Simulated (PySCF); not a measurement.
Q: What does the GFN2-xTB structure of InChI=1S/C4H5NO/c5-3-1-2-4-6/h4H,1-2H2 look like in three dimensions?

A: 
```xyz
11
C4H5NO angstrom
N      2.943   -0.765    0.781
C      2.007   -0.255    0.369
C      0.813    0.368   -0.137
C     -0.437   -0.406    0.292
C     -1.691    0.234   -0.234
O     -1.732    1.224   -0.905
H      0.759    1.395    0.235
H      0.867    0.409   -1.229
H     -0.402   -1.437   -0.072
H     -0.510   -0.456    1.382
H     -2.611   -0.306    0.062
```

Orientation and origin are arbitrary. Atoms count from 1 in this order. The C–C distances run from 1.439 Å (C2–C3, drawn single) to 1.532 Å (C3–C4, drawn single), a spread of 0.093 Å. The 6 heavy atoms lie in one plane (0.001 Å rms). Of the pairs four or more bonds apart, O6···H8 is among the closest relative to their van der Waals radii: 2.74 Å, 101 % of the sum of Bondi's values.

Bonds between heavy atoms (Å): N1≡C2 1.143, C2–C3 1.439, C3–C4 1.532, C4–C5 1.502, C5=O6 1.197.

The geometry is computed with GFN2-xTB (gas phase).

Point group: Cs (tolerance 0.08 Å). Stationary, but not proved a minimum. The numbers are those of one conformer (C2–C3–C4–C5 180°, C3–C4–C5–O6 0°).
